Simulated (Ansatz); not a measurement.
Reaction (SMILES): C(=C)=O + H+ → [OH+]=C=C
B3LYP-D3(BJ)/def2-TZVP geometries, fixed; electronic energies without zero-point terms; positive where energy is released.
Largest species:
```
C
O 1 1.2226
C 1 1.2711 2 174.10
H 2 0.9881 1 116.97 3 -180.00
H 3 1.0898 1 120.12 2 90.72
H 3 1.0898 5 119.74 1 -178.57
```
Charge +1, spin multiplicity 1.

Basis-set convergence of the proton affinity at wB97M-V with Ansatz (a quantum-chemistry and plane-wave program). Cartesian d functions, on some or all atoms, in 6-31G*; all else is spherical. The proton sits at the site shown, which need not be the one that binds it best. The functional holds VV10 correlation; no added dispersion term, no relativity. Functions are those of the species that has most. Reference: the value in aug-pcseg-3, 160.21 kcal/mol, itself unsure by roughly 0.03 kcal/mol (its mean distance from aug-cc-pVQZ, def2-QZVPPD, pcseg-3). Deviations are taken from unrounded values. Cost is core time over that of 6-31G*, rough, on shared machines of one kind.

```
basis              functions  proton affinity (kcal/mol)  minus reference (kcal/mol)  cost
-----------------  ---------  --------------------------  --------------------------  ----
6-31G*                    51                      159.88                       -0.33    1×
6-311G**                  72                      160.13                       -0.08    1×
def2-SVPD                 87                      159.14                       -1.08    2×
aug-pcseg-1               96                      157.77                       -2.44    2×
def2-TZVPPD              165                      160.08                       -0.13    3×
6-311++G(3df,3pd)        171                      159.82                       -0.39    3×
def2-QZVPP               261                      160.20                       -0.01    4×
pcseg-3                  279                      160.22                        0.01    5×
def2-QZVPPD              291                      160.17                       -0.04    6×
```

The smallest set listed that lies within 0.5 kcal/mol of the reference with all its larger relatives (same family, alike in diffuse functions; a set with none counts only in the reference's own line) is def2-TZVPPD (165 functions, 3× in cost, -0.13 kcal/mol off). Inside the window by cancellation, since a larger relative falls out: 6-31G*. Inside, with no larger relative to test it: 6-311G**, 6-311++G(3df,3pd), def2-QZVPP, pcseg-3. (Relatives not listed, tested too: 6-31G** 3.50 kcal/mol.)
